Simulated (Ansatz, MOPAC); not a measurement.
Gas-phase reaction in SMILES: CC#CC [but-2-yne] → [CH3] (CH3) + [C]#CC (the C-C bond breaks)

Wanted: bond dissociation energy (enthalpy at 298 K), in kcal/mol. Set-up: LANL2DZ all-electron up to Ne; no dispersion term unless named; no spin-orbit coupling; open shells spin-unrestricted; non-relativistic. Ab initio and DFT rows: single points at B3LYP-D3(BJ) geometries (Ansatz, a first-principles code), with unscaled harmonic terms from B3LYP/6-31G* (Ansatz) at its own minima. Semi-empirical rows: MOPAC heats of formation at their own minima for 298 K.

```csv
species,coefficient,"E at B3LYP/LANL2DZ (Ansatz), Eh","E at B3LYP/def2-TZVPD (Ansatz), Eh","H(298 K) - E, kcal/mol","heat of formation at PM6 (MOPAC), kcal/mol"
CC#CC,-1,-155.95422,-156.04397,57.31,35.13
[CH3] (CH3),+1,-39.83729,-39.85893,21.26,28.08
[C]#CC,+1,-115.91594,-115.98212,29.55,128.13
```

 1 Eh = 627.5095 kcal/mol.

Question: Compute it at each level from the table.

Answer: 
- B3LYP/LANL2DZ: the sum of coefficient times E is 0.20099 Eh, or 126.12 kcal/mol; the thermal terms add -6.50. Result: 119.6 kcal/mol.
- B3LYP/def2-TZVPD: the sum of coefficient times E is 0.20292 Eh, or 127.33 kcal/mol; the thermal terms add -6.50. Result: 120.8 kcal/mol.
- PM6: the sum of coefficient times heat of formation is 121.08 kcal/mol; it needs no thermal term.
